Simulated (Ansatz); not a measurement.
# AlSiH (singlet): the correlation ladder at distance Si1–Al2 = 2.532 Å, 6-31G

The task here is to estimate one member of a computed series from the others.

The runs use Ansatz 0.2.0, Gaussian basis; 6-31G, core rule «outside noble gas», up to 10 orbitals frozen.

The runs, in order: UHF; CCSD(T) on RHF; CCSD(T) on UHF; BCCD(T) on RHF; CISD; CCSDT(Q) on RHF; CCSDT(Q) on UHF; CISDTQ; CCSDTQ on RHF; CASSCF and MRCISD+Q, 2 electrons in 2 orbitals; CASSCF and NEVPT2, 2 electrons in 2 orbitals; CASSCF and MRCISD+Q, 8 electrons in 9 orbitals; CASSCF and NEVPT2, 8 electrons in 9 orbitals; Full CI.

24 further runs of the same task are left out: 3 for a known fault of the program, 1 for a mislabelled method, 16 that didn't finish, 4 set aside as unsound or not needed.

**The geometry**

The geometry derives from a PBE0/def2-TZVP stationary point (not a proven minimum). One bond is set to the value named and the two fragments are kept rigid.

3 atoms, charge 0, spin multiplicity 1.

Atoms are counted from 1 here; the program's logs count them from 0.

Bond lengths: Si1–Al2 2.532 Å, Al2–H3 1.595 Å. Angles: Si1–Al2–H3 180.0°.

Set-up of the first run:

Contents of in.yaml:

```yaml
crystal:
  periodic: [false, false, false]
  atoms:
    - {symbol: Si, position_ang: [0.000000, 0.000000, 2.219602]}
    - {symbol: Al, position_ang: [0.000000, 0.000000, -0.312398]}
    - {symbol: H, position_ang: [0.000000, 0.000000, -1.907204]}
basis:
  gaussian: {orbitals: 6-31G}
magnetization: {spin_polarized: true, initial_magnetization: 0}
hamiltonian: {xc: hf}
output: {orbitals: {seedname: orbitals}}
```

Launch:

```sh
$ ansatz run in.yaml --threads 1 --pin off --events-out ev --progress --plain --max-ram 2393MiB
```

Steps of the session up to this table: UHF; CCSD(T) on RHF; CCSD(T) on UHF; BCCD(T) on RHF; CISD; CCSDT(Q) on RHF; CCSDT(Q) on UHF; CISDTQ; CCSDTQ on RHF; CASSCF and MRCISD+Q, 2 electrons in 2 orbitals; CASSCF and NEVPT2, 2 electrons in 2 orbitals; CASSCF and MRCISD+Q, 8 electrons in 9 orbitals; CASSCF and NEVPT2, 8 electrons in 9 orbitals; Full CI.

One of the session's tables, all rows but one given; the rest of the session is left out.

| method | from FCI (kJ/mol) |
| --- | --- |
| RHF | +286.1 |
| RMP2 | +93.2 |
| CISD | +41.2 |
| RCCSD | ? |
| RCCSD(T) | +11.3 |
| BCCD(T) | +11.9 |
| RCCSDT | +5.4 |
| CISDTQ | +4.9 |
| RCCSDT(Q) | +1.3 |
| RCCSDTQ | +0.3 |
| CASSCF valence | +62.7 |
| NEVPT2 valence | +19.4 |
| MRCISD valence | +1.6 |
| MRCISD+Q valence | +0.2 |
| FCI | 0 |

**Question.** Estimate the row for RCCSD.

As computed: from FCI (kJ/mol): +20.8. In the column «from FCI (kJ/mol)» it lies between NEVPT2 valence (+19.4) and CISD (+41.2).

Not comparable, so not listed: CASSCF and MRCISD+Q, 2 electrons in 2 orbitals (they don't share determinant, frozen orbitals or solution with the rows shown, or repeat one).

To keep in mind: The report flags that the cluster equations may have other roots. Left out of the table: CASSCF pair, NEVPT2 pair (the active space lost an orbital or holds another state than full CI finds). Left out of the table: UHF, UMP2, UCCSD, UCCSD(T), UCCSDT, UCCSDT(Q) (another determinant or state than the rows shown). The program flags RCCSDT(Q), RCCSDTQ as in doubt, so those rows may rest on another solution; read them beside their warnings. Warnings in the runs' records: passed over end.
